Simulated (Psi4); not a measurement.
# wB97X/6-311+G(d,p) run of AlNH3Cl (SMILES [NH2][AlH][Cl])

What is the energy change on altering one bond length of AlNH3Cl at wB97X/6-311+G**? 

The calculation is run with Psi4 1.11.

2 further runs of the same task are left out: 1 that didn't finish, 1 set aside as unsound or not needed.

**1. Starting point**

AlNH3Cl has 6 atoms, charge 0, and is taken as a singlet. As SMILES, `[NH2][AlH][Cl]`. The coordinates come from a PBE0-D4/def2-TZVP relaxation.

Bond lengths: N1–Al2 1.756 Å, Al2–Cl3 2.098 Å, N1–H4 1.007 Å, N1–H5 1.007 Å, Al2–H6 1.570 Å. Angles: N1–Al2–Cl3 117.5°, N1–Al2–H6 121.9°, Cl3–Al2–H6 120.6°, Al2–N1–H4 124.3°, Al2–N1–H5 125.0°, H4–N1–H5 110.7°.

**2. Energy and forces at wB97X/6-311+G(d,p)**

The input, alclh3n.json:

```json
{
  "schema_name": "qcschema_input",
  "schema_version": 1,
  "molecule": {
    "schema_name": "qcschema_molecule",
    "schema_version": 2,
    "symbols": ["N", "Al", "Cl", "H", "H", "H"],
    "geometry": [-1.19260616, 0.47413228, -1.35833514, 0.9025332, -0.13946179, 1.14063869, 2.67112788, -3.68780053, 1.22000719, -2.14351634, 2.10704463, -1.58510227, -1.61118049, -0.74663079, -2.75692144, 1.45319939, 1.87158475, 3.25221866],
    "molecular_charge": 0,
    "molecular_multiplicity": 1,
    "fix_symmetry": "c1"
  },
  "driver": "gradient",
  "model": {
    "method": "wb97x",
    "basis": "6-311+G**"
  },
  "keywords": {
    "reference": "rks",
    "puream": true,
    "e_convergence": 1e-09,
    "d_convergence": 1e-08,
    "scf_type": "pk",
    "dft_radial_points": 99,
    "dft_spherical_points": 590
  }
}
```

On the command line:

```sh
$ psi4 --qcschema alclh3n.json -n 1 --memory 1600MB
```

stdout (excerpt; [...] marks lines left out):

```text
[...]
  Running in c1 symmetry.
[...]
  Nuclear repulsion =  128.961912902603245
[...]
  Multiplicity = 1
[...]
  Nalpha       = 20
  Nbeta        = 20
[...]
    Number of basis functions: 100
[...]
   @RKS iter   1:  -759.05874414184950   -5.37939e-01   7.91809e-03 ADIIS/DIIS
[...]
   @RKS iter  11:  -759.30348724832572   -5.79803e-12   3.61732e-09 DIIS
[...]
    Orbital Energies [Eh]
    ---------------------
    Doubly Occupied:
       1A   -101.497985     2A    -56.056326     3A    -14.373847
       4A     -9.533940     5A     -7.293562     6A     -7.289597
       7A     -7.288963     8A     -4.258636     9A     -2.812369
      10A     -2.807904    11A     -2.804858    12A     -0.969279
      13A     -0.933594    14A     -0.602230    15A     -0.570488
      16A     -0.490159    17A     -0.449989    18A     -0.437263
      19A     -0.418061    20A     -0.381672
[...]
  @RKS Final Energy:  -759.30348724832572
   => Energetics <=
    Nuclear Repulsion Energy =            128.9619129026032454
    One-Electron Energy =               -1306.0527252989552380
    Two-Electron Energy =                 458.9913574052362151
    DFT Exchange-Correlation Energy =     -41.2040322572100024
    Empirical Dispersion Energy =           0.0000000000000000
    VV10 Nonlocal Energy =                  0.0000000000000000
    Total Energy =                       -759.3034872483258368
[...]
 Multipole Moments:
 ------------------------------------------------------------------------------------
     Multipole            Electronic (a.u.)      Nuclear  (a.u.)        Total (a.u.)
 ------------------------------------------------------------------------------------
 L = 1.  Multiply by 2.5417464519 to convert [e a0] to [Debye]
 Dipole X            :          2.9433555           -3.5163349           -0.5729794
 Dipole Y            :         -3.5897600            4.2530646            0.6633046
 Dipole Z            :          1.6835653           -2.0346911           -0.3511258
 Magnitude           :                                                    0.9442286
[...]
  -Total Gradient:
     Atom            X                  Y                   Z
    ------   -----------------  -----------------  -----------------
       1        0.001575004517     0.000037366807     0.002205092201
       2       -0.002718973921    -0.001590205807    -0.004832745817
       3       -0.000468426887     0.001146389944     0.000114868292
       4        0.000927370123    -0.001020817201     0.000605189467
       5        0.000689596297     0.000543508389     0.001324432162
       6       -0.000028807665     0.001039463924     0.000653736698
[...]
```

The result, in JSON:

```text
{
 "driver": "gradient",
 "model": {
  "method": "wb97x",
  "basis": "6-311+G**"
 },
 "success": true,
 "return_result": [0.001575004516740669, 3.7366807096761434e-05, 0.002205092200918815, -0.002718973921009525, -0.0015902058073237121, -0.004832745817071757, -0.00046842688684264194, 0.0011463899442377412, 0.00011486829152208269, 0.0009273701228066783, -0.0010208172007058758, 0.00060518946660848, 0.0006895962965004498, 0.0005435083889711867, 0.0013244321619451382, -2.880766490656085e-05, 0.0010394639244582782, 0.0006537366978095899],
 "properties": {
  "calcinfo_nbasis": 100,
  "calcinfo_nmo": 100,
  "calcinfo_nalpha": 20,
  "calcinfo_nbeta": 20,
  "calcinfo_natom": 6,
  "nuclear_repulsion_energy": 128.96191290260325,
  "return_energy": -759.3034872483257,
  "return_gradient": [0.001575004516740669, 3.7366807096761434e-05, 0.002205092200918815, -0.002718973921009525, -0.0015902058073237121, -0.004832745817071757, -0.00046842688684264194, 0.0011463899442377412, 0.00011486829152208269, 0.0009273701228066783, -0.0010208172007058758, 0.00060518946660848, 0.0006895962965004498, 0.0005435083889711867, 0.0013244321619451382, -2.880766490656085e-05, 0.0010394639244582782, 0.0006537366978095899],
  "scf_one_electron_energy": -1306.0527252989552,
  "scf_two_electron_energy": 458.9913574052362,
  "scf_xc_energy": -41.20403225721,
  "scf_dipole_moment": [-0.5729793933927811, 0.6633046293579503, -0.35112576302998866],
  "scf_total_energy": -759.3034872483257,
  "scf_total_gradient": [0.001575004516740669, 3.7366807096761434e-05, 0.002205092200918815, -0.002718973921009525, -0.0015902058073237121, -0.004832745817071757, -0.00046842688684264194, 0.0011463899442377412, 0.00011486829152208269, 0.0009273701228066783, -0.0010208172007058758, 0.00060518946660848, 0.0006895962965004498, 0.0005435083889711867, 0.0013244321619451382, -2.880766490656085e-05, 0.0010394639244582782, 0.0006537366978095899],
  "scf_iterations": 11
 }
}
```

It took 60 s on 1 thread of Intel Xeon at 2.50GHz (Skylake/Cascade Lake), shared host; peak memory 0.87 GiB.

**3. The distorted shape, same level**

The input, job.json:

```json
{
 "schema_name": "qcschema_input",
 "schema_version": 1,
 "molecule": {
  "schema_name": "qcschema_molecule",
  "schema_version": 2,
  "symbols": ["N", "Al", "Cl", "H", "H", "H"],
  "geometry": [-0.98330198, 1.08456485, -0.6589834, 1.11183737, 0.47097077, 1.83999042, 2.88043205, -3.07736797, 1.91935892, -1.93421217, 2.71747719, -0.88575054, -1.61118049, -0.74663079, -2.75692144, 1.66250357, 2.48201731, 3.95157039],
  "molecular_charge": 0,
  "molecular_multiplicity": 1,
  "fix_symmetry": "c1"
 },
 "driver": "gradient",
 "model": {
  "method": "wb97x",
  "basis": "6-311+G**"
 },
 "keywords": {
  "puream": true,
  "e_convergence": 1e-09,
  "d_convergence": 1e-08,
  "scf_type": "pk",
  "dft_radial_points": 99,
  "dft_spherical_points": 590,
  "scf_properties": ["WIBERG_LOWDIN_INDICES", "QUADRUPOLE", "MULLIKEN_CHARGES"]
 }
}
```

On the command line:

```sh
$ psi4 --qcschema job.json -n 1 --memory 1600MB
```

stdout (excerpt; [...] marks lines left out):

```text
[...]
  Running in c1 symmetry.
[...]
  Nuclear repulsion =  127.116093234906259
[...]
  Multiplicity = 1
[...]
  Nalpha       = 20
  Nbeta        = 20
[...]
    Number of basis functions: 100
[...]
   @RKS iter   1:  -758.91357605481232   -6.03101e-01   8.28077e-03 ADIIS/DIIS
[...]
   @RKS iter  11:  -759.21317983852987   -2.44427e-11   7.44902e-09 DIIS
[...]
  @RKS Final Energy:  -759.21317983852987
   => Energetics <=
    Nuclear Repulsion Energy =            127.1160932349062591
    One-Electron Energy =               -1302.4816811707014494
    Two-Electron Energy =                 457.2417055206659597
    DFT Exchange-Correlation Energy =     -41.0892974234006445
    Empirical Dispersion Energy =           0.0000000000000000
    VV10 Nonlocal Energy =                  0.0000000000000000
    Total Energy =                       -759.2131798385299817
[...]
 Multipole Moments:
 ------------------------------------------------------------------------------------
     Multipole            Electronic (a.u.)      Nuclear  (a.u.)        Total (a.u.)
 ------------------------------------------------------------------------------------
 L = 1.  Multiply by 2.5417464519 to convert [e a0] to [Debye]
 Dipole X            :          3.0294560           -3.6188018           -0.5893458
 Dipole Y            :         -3.3398199            3.9542214            0.6144014
 Dipole Z            :          1.9704775           -2.3770656           -0.4065881
 Magnitude           :                                                    0.9434678
 L = 2.  Multiply by 1.3450342976 to convert [e a0^2] to [Debye ang]
 Quadrupole XX       :       -122.1055217           98.6342020          -23.4713196
 Quadrupole XY       :        105.2737503         -104.9740417            0.2997086
[...]
  -Total Gradient:
     Atom            X                  Y                   Z
    ------   -----------------  -----------------  -----------------
       1        0.022285935580     0.070135580317     0.077902843996
       2       -0.002983094178     0.004502583850    -0.001120815336
       3       -0.000782881448     0.001122136296    -0.000337968033
       4        0.006045019082     0.001543702088     0.009427518293
       5       -0.025181932953    -0.077585953469    -0.086915287665
       6        0.000561297831     0.000455868238     0.001082805563
[...]
```

The result, in JSON:

```text
{
 "driver": "gradient",
 "model": {
  "method": "wb97x",
  "basis": "6-311+G**"
 },
 "success": true,
 "return_result": [0.022285935580083575, 0.0701355803165498, 0.07790284399623484, -0.00298309417792819, 0.00450258384954199, -0.0011208153361911902, -0.0007828814479132126, 0.0011221362958192677, -0.00033796803330207476, 0.006045019081897071, 0.0015437020883473929, 0.009427518292620566, -0.02518193295253126, -0.07758595346882263, -0.08691528766499523, 0.0005612978313302396, 0.0004558682379535786, 0.0010828055628582245],
 "properties": {
  "calcinfo_nbasis": 100,
  "calcinfo_nmo": 100,
  "calcinfo_nalpha": 20,
  "calcinfo_nbeta": 20,
  "calcinfo_natom": 6,
  "nuclear_repulsion_energy": 127.11609323490626,
  "return_energy": -759.2131798385299,
  "return_gradient": [0.022285935580083575, 0.0701355803165498, 0.07790284399623484, -0.00298309417792819, 0.00450258384954199, -0.0011208153361911902, -0.0007828814479132126, 0.0011221362958192677, -0.00033796803330207476, 0.006045019081897071, 0.0015437020883473929, 0.009427518292620566, -0.02518193295253126, -0.07758595346882263, -0.08691528766499523, 0.0005612978313302396, 0.0004558682379535786, 0.0010828055628582245],
  "scf_one_electron_energy": -1302.4816811707014,
  "scf_two_electron_energy": 457.24170552066596,
  "scf_xc_energy": -41.089297423400645,
  "scf_dipole_moment": [-0.5893457534633533, 0.61440143683215, -0.40658809408898455],
  "scf_total_energy": -759.2131798385299,
  "scf_total_gradient": [0.022285935580083575, 0.0701355803165498, 0.07790284399623484, -0.00298309417792819, 0.00450258384954199, -0.0011208153361911902, -0.0007828814479132126, 0.0011221362958192677, -0.00033796803330207476, 0.006045019081897071, 0.0015437020883473929, 0.009427518292620566, -0.02518193295253126, -0.07758595346882263, -0.08691528766499523, 0.0005612978313302396, 0.0004558682379535786, 0.0010828055628582245],
  "scf_iterations": 11
 }
}
```

Run time: 54 s. Hardware: 1 thread of Intel Xeon at 2.50GHz (Skylake/Cascade Lake), shared host; peak memory 0.87 GiB.

**4. What came out**

Level: wB97X/6-311+G**.

| quantity | value |
| --- | --- |
| first shape: total energy | -759.30349 Eh |
| first shape: dipole moment | 2.40 D |
| first shape: HOMO energy | -10.39 eV |
| first shape: LUMO energy | 1.10 eV |
| first shape: HOMO–LUMO gap | 11.49 eV |
| first shape: largest force on an atom | 0.297 eV/Å |
| distorted shape: total energy | -759.21318 Eh |
| distorted shape: dipole moment | 2.40 D |
| distorted shape: HOMO energy | -10.23 eV |
| distorted shape: LUMO energy | 0.36 eV |
| distorted shape: HOMO–LUMO gap | 10.58 eV |
| distorted shape: largest force on an atom | 6.129 eV/Å |
| energy change with the N1–H5 bond stretched from 1.007 to 1.511 Å | 2.457 eV |

With the N1–H5 bond stretched from 1.007 to 1.511 Å the energy rises by 2.46 eV (57 kcal/mol). The first shape isn't relaxed at this level, so the change isn't measured from a minimum. The largest force (first shape) is 0.30 eV/Å: the shape isn't a stationary point for this species at this level. Mulliken charges (distorted shape) run from -0.85 on N1 to +0.80 on Al2; in a basis this large or diffuse they mean little.
